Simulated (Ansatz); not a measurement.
# HCl2 (doublet): from Hartree-Fock to the top rungs at distance Cl1–H2 along a hydrogen transfer = 1.682 Å, cc-pVDZ

How much of the correlation energy of HCl2 (doublet) does each wave-function method recover here?

Program: Ansatz 0.2.0, Gaussian basis. Level of theory: cc-pVDZ, core rule «outside noble gas», up to 10 orbitals frozen. These are calculated values, not measurements.

The runs, in order: UHF; CCSD(T) on ROHF; CCSD(T) on UHF; BCCD(T) on ROHF; CISD; CCSDT(Q) on ROHF; CCSDT(Q) on UHF; CASSCF and MRCISD+Q, 3 electrons in 3 orbitals; CASSCF and NEVPT2, 3 electrons in 3 orbitals; CASSCF and MRCISD+Q, 15 electrons in 9 orbitals; CASSCF and NEVPT2, 15 electrons in 9 orbitals.

9 further runs of the same task are left out: 1 for a mislabelled method, 8 that didn't finish.

## (1) The system

The geometry derives from fragments relaxed apart (PBE0/def2-TZVP) and kept rigid, so it is no stationary point. A hydrogen atom is moved between rigid fragments.

3 atoms, charge 0, spin multiplicity 2.

Atoms are counted from 1 here; the program's logs count them from 0.

No contacts short enough for the rule that draws bonds.

## (2) UHF

Input file in.yaml:

```yaml
crystal:
  periodic: [false, false, false]
  atoms:
    - {symbol: Cl, position_ang: [0.000000, 0.000000, -1.672000]}
    - {symbol: H, position_ang: [0.000000, 0.000000, 0.010000]}
    - {symbol: Cl, position_ang: [0.000000, 0.000000, 1.662000]}
basis:
  gaussian: {orbitals: cc-pVDZ}
magnetization: {spin_polarized: true, initial_magnetization: 1}
hamiltonian: {xc: hf}
output: {orbitals: {seedname: orbitals}}
```

Launch:

```
> ansatz run in.yaml --threads 1 --pin off --events-out ev --progress --plain --max-ram 2393MiB
```

After this run come: CCSD(T) on ROHF; CCSD(T) on UHF; BCCD(T) on ROHF; CISD; CCSDT(Q) on ROHF; CCSDT(Q) on UHF; CASSCF and MRCISD+Q, 3 electrons in 3 orbitals; CASSCF and NEVPT2, 3 electrons in 3 orbitals; CASSCF and MRCISD+Q, 15 electrons in 9 orbitals; CASSCF and NEVPT2, 15 electrons in 9 orbitals.

**Question.** What will the summary of the whole plan be? Wanted: UCCSDT(Q) below the RHF energy; RMP2 from UCCSDT(Q); UMP2 from UCCSDT(Q); RCCSD from UCCSDT(Q); RCCSD(T) from UCCSDT(Q); UCCSD(T) from UCCSDT(Q); RCCSDT(Q) from UCCSDT(Q); NEVPT2 pair from UCCSDT(Q); MRCISD+Q pair from UCCSDT(Q).

As calculated:

```
                         quantity                                                   value
   UCCSDT(Q) below the RHF energy                                              -8.7997 eV
              RMP2 from UCCSDT(Q)                                             +1106.3 meV
              UMP2 from UCCSDT(Q)                                             +1231.8 meV
             RCCSD from UCCSDT(Q)                                              +214.7 meV
          RCCSD(T) from UCCSDT(Q)                                               +38.3 meV
          UCCSD(T) from UCCSDT(Q)                                               +41.2 meV
         RCCSDT(Q) from UCCSDT(Q)                                                -0.1 meV
       NEVPT2 pair from UCCSDT(Q)                                              +943.2 meV
     MRCISD+Q pair from UCCSDT(Q)                                               +55.7 meV
    NEVPT2 valence from UCCSDT(Q)                                             +1711.6 meV
levels within 1 kcal/mol (43 meV)  RCCSD(T), UCCSD(T), BCCD(T), RCCSDT, UCCSDT, RCCSDT(Q)
                    T1 diagnostic                                                   0.030
   effectively unpaired electrons                                                    1.04
```

What this shows: RCCSD(T) lands +38.3 meV from the yardstick (0.4 % of the correlation energy). One determinant dominates. Of the multireference levels listed MRCISD+Q valence comes nearest in total energy (+47.9 meV), which doesn't show that its space is the better one. Coupled cluster took another determinant than the lowest Hartree-Fock one. These misses are within one basis, not against nature; the frozen cores of restricted and unrestricted runs differ, which can shift their rows.
